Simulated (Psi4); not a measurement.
# SiH4 (silane) at BHLYP/cc-pVTZ

What is the energy change on altering one bond length of SiH4 (silane) at BHLYP/cc-pVTZ? 

The results are computed with Psi4 1.11.

3 further runs of the same task are left out: 3 that didn't finish.

### 1 The system as given

SiH4: 5 atoms, total charge 0, spin state singlet. SMILES: `[SiH4]`. The shape is that of a PBE0-D4/def2-TZVP optimisation.

Bond lengths: Si1–H2 1.485 Å, Si1–H3 1.485 Å, Si1–H4 1.485 Å, Si1–H5 1.485 Å. Angles: H2–Si1–H3 109.5°, H2–Si1–H4 109.5°, H2–Si1–H5 109.5°, H3–Si1–H4 109.5°, H3–Si1–H5 109.5°, H4–Si1–H5 109.5°.

### 2 Energy and forces at BHLYP/cc-pVTZ

Input file h4si.xyz:

```xyz
5
H4Si
Si     0.000000     0.000000    -0.000100
H      0.967600    -0.688400     0.890900
H     -1.331000     0.044900     0.656000
H     -0.105100    -0.740300    -1.282600
H      0.468500     1.383800    -0.264200
```

Input file calc.py:

```python
import psi4

psi4.set_memory('1600 MB')
psi4.set_num_threads(1)
psi4.set_output_file('output.dat', False)

with open('h4si.xyz') as f:
    atoms = ''.join(f.readlines()[2:])
geom = psi4.geometry('0 1\n' + atoms + 'symmetry c1')

options = {'basis': 'cc-pVTZ', 'puream': True, 'e_convergence': 1e-09, 'd_convergence': 1e-08, 'scf_type': 'pk', 'dft_radial_points': 99, 'dft_spherical_points': 590}
psi4.set_options(options)

e, wfn = psi4.gradient("bhhlyp", molecule=geom, return_wfn=True)
psi4.oeprop(wfn, "DIPOLE", "QUADRUPOLE", "MULLIKEN_CHARGES", title="BHHLYP")
print('gradient / Eh bohr^-1')
print(e.np.round(6))
print(f'energy = {wfn.energy():.10f} Eh')
for k, v in sorted(psi4.core.scalar_variables().items()):
    print(f'{k:45s} {v:18.10f}')
```

The run is started by

```bash
$ python calc.py
```

output.dat (excerpt; [...] marks lines left out):

```text
[...]
  Running in c1 symmetry.
[...]
  Nuclear repulsion =   21.270588269772578
[...]
  Multiplicity = 1
[...]
  Nalpha       = 9
  Nbeta        = 9
[...]
    Number of basis functions: 90
[...]
   @RKS iter   1:  -291.86570611925868   -4.04095e-01   2.39866e-03 DIIS/ADIIS
[...]
   @RKS iter   7:  -291.88842593637850   -2.22826e-11   3.68027e-09 DIIS
[...]
    Orbital Energies [Eh]
    ---------------------
    Doubly Occupied:
       1A    -67.150268     2A     -5.606702     3A     -3.870195
       4A     -3.870194     5A     -3.870194     6A     -0.625339
       7A     -0.409960     8A     -0.409939     9A     -0.409923
[...]
  @RKS Final Energy:  -291.88842593637850
   => Energetics <=
    Nuclear Repulsion Energy =             21.2705882697725777
    One-Electron Energy =                -445.6388113159796944
    Two-Electron Energy =                 143.9863246507706549
    DFT Exchange-Correlation Energy =     -11.5065275409420327
    Empirical Dispersion Energy =           0.0000000000000000
    VV10 Nonlocal Energy =                  0.0000000000000000
    Total Energy =                       -291.8884259363784963
[...]
  -Total Gradient:
     Atom            X                  Y                   Z
    ------   -----------------  -----------------  -----------------
       1       -0.000002757482    -0.000016403634    -0.000036325501
       2        0.002542383324    -0.001811493538     0.002355056376
       3       -0.003503562238     0.000114739771     0.001739149050
       4       -0.000276809430    -0.001947860703    -0.003366529234
       5        0.001240746615     0.003660932047    -0.000691309090
[...]
 Multipole Moments:
 ------------------------------------------------------------------------------------
     Multipole            Electronic (a.u.)      Nuclear  (a.u.)        Total (a.u.)
 ------------------------------------------------------------------------------------
 L = 1.  Multiply by 2.5417464519 to convert [e a0] to [Debye]
 Dipole X            :         -0.0000013            0.0000000           -0.0000013
 Dipole Y            :         -0.0000078            0.0000000           -0.0000078
 Dipole Z            :         -0.0006264            0.0004094           -0.0002170
 Magnitude           :                                                    0.0002172
 L = 2.  Multiply by 1.3450342976 to convert [e a0^2] to [Debye ang]
 Quadrupole XX       :        -22.9094247           10.4930348          -12.4163899
 Quadrupole XY       :         -0.0008763            0.0009217            0.0000454
[...]
  Mulliken Charges: (a.u.)
   Center  Symbol    Alpha    Beta     Spin     Total
       1    SI     6.93296  6.93296  0.00000  0.13408
       2     H     0.51676  0.51676  0.00000 -0.03353
       3     H     0.51676  0.51676  0.00000 -0.03353
       4     H     0.51675  0.51675  0.00000 -0.03350
       5     H     0.51677  0.51677  0.00000 -0.03353
   Total alpha =  9.00000, Total beta =  9.00000, Total charge =  0.00000
```

On the terminal:

```text
gradient / Eh bohr^-1
[[-3.000e-06 -1.600e-05 -3.600e-05]
 [ 2.542e-03 -1.811e-03  2.355e-03]
 [-3.504e-03  1.150e-04  1.739e-03]
 [-2.770e-04 -1.948e-03 -3.367e-03]
 [ 1.241e-03  3.661e-03 -6.910e-04]]
energy = -291.8884259364 Eh
CURRENT ENERGY                                   -291.8884259364
CURRENT REFERENCE ENERGY                         -291.8884259364
DD SOLVATION ENERGY                                 0.0000000000
DFT FUNCTIONAL TOTAL ENERGY                      -291.8884259364
DFT TOTAL ENERGY                                 -291.8884259364
DFT VV10 ENERGY                                     0.0000000000
DFT XC ENERGY                                     -11.5065275409
GRID ELECTRONS ALPHA                                9.0000000049
GRID ELECTRONS BETA                                 9.0000000049
GRID ELECTRONS TOTAL                               18.0000000097
NUCLEAR REPULSION ENERGY                           21.2705882698
ONE-ELECTRON ENERGY                              -445.6388113160
PCM POLARIZATION ENERGY                             0.0000000000
PE ENERGY                                           0.0000000000
SCF ITERATION ENERGY                             -291.8884259364
SCF ITERATIONS                                      7.0000000000
SCF TOTAL ENERGY                                 -291.8884259364
TWO-ELECTRON ENERGY                               143.9863246508
XC GRID RADIAL POINTS                              99.0000000000
XC GRID SPHERICAL POINTS                          590.0000000000
XC GRID TOTAL POINTS                           280346.0000000000
```

Wall time 20 s (1 thread of Intel Xeon Platinum 8223CL at 3.00GHz (Skylake/Cascade Lake), shared host); peak memory 0.88 GiB.

### 3 The distorted shape

Input file h4si.xyz:

```xyz
5
H4Si
Si    -0.374786    -1.106999     0.211172
H      0.592814    -1.795399     1.102172
H     -1.705786    -1.062099     0.867272
H     -0.479886    -1.847299    -1.071328
H      0.468500     1.383800    -0.264200
```

Input file run.py:

```python
import numpy as np
from ase.calculators.psi4 import Psi4
from ase.io import read

atoms = read('h4si.xyz')
calc = Psi4(atoms=atoms, method='bhhlyp', basis='cc-pVTZ', memory='1600MB', num_threads=1, charge=0, multiplicity=1, label='calc', reference='rks')
calc.psi4.set_options({'puream': True, 'e_convergence': 1e-09, 'd_convergence': 1e-08, 'scf_type': 'pk', 'dft_radial_points': 99, 'dft_spherical_points': 590})
atoms.calc = calc

forces = atoms.get_forces()
print(f'energy: {atoms.get_potential_energy():.6f} eV')
print('forces / eV A^-1')
print(np.round(forces, 5))
```

The run is started by

```bash
$ python run.py
```

calc.dat (excerpt; [...] marks lines left out):

```text
[...]
  Running in c1 symmetry.
[...]
  Nuclear repulsion =   18.856460804808734
[...]
  Multiplicity = 1
[...]
  Nalpha       = 9
  Nbeta        = 9
[...]
    Number of basis functions: 90
[...]
   @RKS iter   1:  -291.71949802729489   -4.56865e-01   2.53200e-03 ADIIS/DIIS
[...]
   @RKS iter   9:  -291.75794637414026   -5.74119e-12   3.04343e-09 DIIS
[...]
    Orbital Energies [Eh]
    ---------------------
    Doubly Occupied:
       1A    -67.210030     2A     -5.659848     3A     -3.924861
       4A     -3.922388     5A     -3.922387     6A     -0.630165
       7A     -0.434387     8A     -0.434352     9A     -0.296544
[...]
  @RKS Final Energy:  -291.75794637414026
   => Energetics <=
    Nuclear Repulsion Energy =             18.8564608048087337
    One-Electron Energy =                -440.1841222670514640
    Two-Electron Energy =                 140.9920105186545811
    DFT Exchange-Correlation Energy =     -11.4222954305520208
    Empirical Dispersion Energy =           0.0000000000000000
    VV10 Nonlocal Energy =                  0.0000000000000000
    Total Energy =                       -291.7579463741402037
[...]
 Multipole Moments:
 ------------------------------------------------------------------------------------
     Multipole            Electronic (a.u.)      Nuclear  (a.u.)        Total (a.u.)
 ------------------------------------------------------------------------------------
 L = 1.  Multiply by 2.5417464519 to convert [e a0] to [Debye]
 Dipole X            :         -0.5579346            0.3068421           -0.2510925
 Dipole Y            :         -1.6479858            0.9063142           -0.7416716
 Dipole Z            :          0.3139524           -0.1725617            0.1413907
 Magnitude           :                                                    0.7956856
[...]
  -Total Gradient:
     Atom            X                  Y                   Z
    ------   -----------------  -----------------  -----------------
       1       -0.010132301430    -0.029937855527     0.005675983934
       2        0.000495295741    -0.007429197198     0.003336214677
       3       -0.005272180556    -0.005590667989     0.002748444136
       4       -0.002193290218    -0.007556457175    -0.002122344040
       5        0.017102433332     0.050514148009    -0.009638359051
[...]
```

On the terminal:

```text
energy: -7939.138104 eV
forces / eV A^-1
[[ 0.52102  1.53947 -0.29187]
 [-0.02547  0.38202 -0.17156]
 [ 0.27111  0.28748 -0.14133]
 [ 0.11278  0.38857  0.10914]
 [-0.87944 -2.59754  0.49562]]
```

It took 18 s on 1 thread of Intel Xeon Platinum 8223CL at 3.00GHz (Skylake/Cascade Lake), shared host; peak memory 1.2 GiB.

### 4 Summary of results

Level: BHLYP/cc-pVTZ.

```
                                                          quantity          value
                                         first shape: total energy  -291.88843 Eh
                                        first shape: dipole moment         0.00 D
                                          first shape: HOMO energy      -11.15 eV
                                          first shape: LUMO energy        2.03 eV
                                        first shape: HOMO–LUMO gap       13.18 eV
                             first shape: largest force on an atom     0.202 eV/Å
                                     distorted shape: total energy  -291.75795 Eh
                                    distorted shape: dipole moment         2.02 D
                                      distorted shape: HOMO energy       -8.07 eV
                                      distorted shape: LUMO energy       -1.98 eV
                                    distorted shape: HOMO–LUMO gap        6.09 eV
                         distorted shape: largest force on an atom     2.787 eV/Å
energy change with the Si1–H5 bond stretched from 1.485 to 2.672 Å       3.551 eV
```

**Reading.** With the Si1–H5 bond stretched from 1.485 to 2.672 Å the energy rises by 3.55 eV (82 kcal/mol). The first shape isn't relaxed at this level, so the change isn't measured from a minimum. A restricted reference can't describe the breaking bond well at this length.
